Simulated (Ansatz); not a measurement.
**BH2Cl (SMILES BCl): PBE0/def2-TZVP**

Aim: the vertical singlet–triplet gap of BH2Cl at PBE0/def2-TZVP, from 2 runs. 

The results are computed with Ansatz 0.2.0.

44 further runs of the same task are left out: 44 set aside as unsound or not needed.

## Step 1: The molecule

The species is BH2Cl (4 atoms), meant as a singlet with charge 0. SMILES: `BCl`. The coordinates come from a PBE0-D4/def2-TZVP relaxation.

Bond lengths: B1–Cl2 1.733 Å, B1–H3 1.190 Å, B1–H4 1.190 Å. Angles: Cl2–B1–H3 118.1°, Cl2–B1–H4 118.1°, H3–B1–H4 123.7°.

## Step 2: A single-point energy at PBE0/def2-TZVP

Input file molecule.yaml:

```yaml
crystal:
  periodic: [false, false, false]
  atoms:
    - {symbol: B, position_ang: [-0.116700, 0.021700, -0.075300]}
    - {symbol: Cl, position_ang: [1.365000, -0.395300, 0.721200]}
    - {symbol: H, position_ang: [-1.106200, -0.559500, 0.240400]}
    - {symbol: H, position_ang: [-0.086600, 0.872800, -0.906600]}
basis:
  gaussian:
    orbitals: def2-TZVP
hamiltonian:
  xc: {name: PBE0}
accuracy: high
output: {orbitals: {seedname: orbitals}}
```

Run with:

```
$ ansatz run molecule.yaml --threads 1 --pin off --max-ram 3480MiB --events-out events.jsonl --progress --plain --runs-dir runs
```

Log:

```text
Warning: RAYON_NUM_THREADS=1 ignored (pool sized by the plan → 1); use --threads N
Functional definition: PBE0
  name "PBE0"
  parameter a = 0.25
  parameter kappa = 0.804
  parameter beta = 0.06672455060314922
  exchange = (1 - a)*pbe_x(kappa = kappa, mu = beta*pi^2/3) + a*exact_x
  correlation = pbe_c(beta = beta)
1294 factors; integrals over basis functions are off by at most 4.0e-9 eV
mean field evaluation 1: about -13226.5163 eV, gradient 1.6e1 eV
mean field evaluation 2: about -13226.6166 eV, gradient 1.5e1 eV
mean field evaluation 4: about -13227.3182 eV, gradient 5.8e-1 eV
mean field evaluation 8: about -13227.3173 eV, gradient 2.6e-2 eV
mean field evaluation 16: about -13227.3173 eV, gradient 9.7e-7 eV
mean field -13227.31732980 eV, -486.0949460725 hartree, gradient 4.4e-9 eV, S^2 0.000000; 0 other end points of the search recorded, 0 dependent functions left out
reference -13227.31733212 eV, -486.0949461579 hartree; 12, 12 occupied and 68, 68 virtual orbitals, 1294 factors
Total energy: -13227.31733212 eV, -486.0949461579 hartree
```

Wall time 2.4 s (1 thread of Arm Neoverse V2, shared host); peak memory 0.16 GiB.

## Step 3: The triplet at the same level

Input file job.yaml:

```yaml
crystal:
  periodic: [false, false, false]
  atoms:
    - {symbol: B, position_ang: [-0.116700, 0.021700, -0.075300]}
    - {symbol: Cl, position_ang: [1.365000, -0.395300, 0.721200]}
    - {symbol: H, position_ang: [-1.106200, -0.559500, 0.240400]}
    - {symbol: H, position_ang: [-0.086600, 0.872800, -0.906600]}
basis:
  gaussian:
    orbitals: def2-TZVP
magnetization:
  spin_polarized: true
  initial_magnetization: 2
hamiltonian:
  xc: {name: PBE0}
accuracy: high
output: {orbitals: {seedname: orbitals}}
```

Run with:

```
$ ansatz run job.yaml --threads 1 --pin off --max-ram 3480MiB --events-out events.jsonl --progress --plain --runs-dir runs
```

Log, cut to the lines that bear on the results:

```text
Warning: RAYON_NUM_THREADS=1 ignored (pool sized by the plan → 1); use --threads N
[... 7 set-up lines as earlier in the session ...]
1294 factors; integrals over basis functions are off by at most 4.0e-9 eV
mean field evaluation 1: about -13218.5774 eV, gradient 2.5e1 eV
mean field evaluation 2: about -13213.7672 eV, gradient 3.7e1 eV
mean field evaluation 4: about -13222.6754 eV, gradient 1.2e0 eV
mean field evaluation 8: about -13222.7893 eV, gradient 5.0e-2 eV
mean field evaluation 16: about -13222.7894 eV, gradient 9.6e-5 eV
mean field -13222.78939340 eV, -485.9285474789 hartree, gradient 7.6e-8 eV, S^2 2.006212; 2 other end points of the search recorded, 0 dependent functions left out
reference -13222.78939584 eV, -485.9285475687 hartree; 13, 11 occupied and 67, 69 virtual orbitals, 1294 factors
Total energy: -13222.78939584 eV, -485.9285475687 hartree
```

It took 5.4 s on 1 thread of Arm Neoverse V2, shared host; peak memory 0.22 GiB.

## Step 4: Results

At PBE0/def2-TZVP:

| quantity | value |
| --- | --- |
| singlet: total energy | -486.09495 Eh |
| singlet: HOMO energy | -8.65 eV |
| singlet: LUMO energy | -1.82 eV |
| singlet: HOMO–LUMO gap | 6.83 eV |
| triplet: total energy | -485.92855 Eh |
| triplet: HOMO energy (highest over α and β) | -4.38 eV |
| triplet: ⟨S²⟩ | 2.006 |
| vertical energy of the triplet above the singlet | 4.528 eV |

What this shows: At this shape the triplet lies 4.53 eV (104 kcal/mol) above the singlet.
